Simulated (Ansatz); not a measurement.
Br (model structure, started from the dhcp type, P6₃/mmc, No. 194, 4 atoms in the cell)

All values below come from PBEsol (PAW; Ansatz, an electronic-structure program).

Settings: plane-wave cutoff 500 eV, 18×18×4 k mesh (along the axes of the cell as run), Fermi–Dirac smearing 0.05 eV, scalar-relativistic PAW data made under PBE.

Cell (relaxed at this level):

```cif
data_Br4
_chemical_formula_sum 'Br4'
_space_group_name_H-M_alt 'P63/mmc'
_space_group_IT_number 194
_space_group_name_Hall '-P 6c 2c'
_cell_length_a 3.87447
_cell_length_b 3.87447
_cell_length_c 8.19750
_cell_angle_alpha 90.000
_cell_angle_beta 90.000
_cell_angle_gamma 120.000
loop_
_atom_site_label
_atom_site_type_symbol
_atom_site_symmetry_multiplicity
_atom_site_Wyckoff_symbol
_atom_site_fract_x
_atom_site_fract_y
_atom_site_fract_z
_atom_site_occupancy
Br1 Br 2 a 0.00000 0.00000 0.00000 1
Br2 Br 2 c 0.33333 0.66667 0.25000 1
```

```yaml
band_gap: none
```

Note: the relaxation could raise the start's symmetry but not lower it, so the cell can be a saddle point.

Spin–orbit coupling is not included.

Static lattice: no zero-point or thermal effects.

Cost on a shared machine: about 100 core-seconds (a rough figure).

A model structure was made by putting elements into a prototype or built by hand; it is no filed structure, need not be a known phase, and can be a saddle point held by its symmetry.
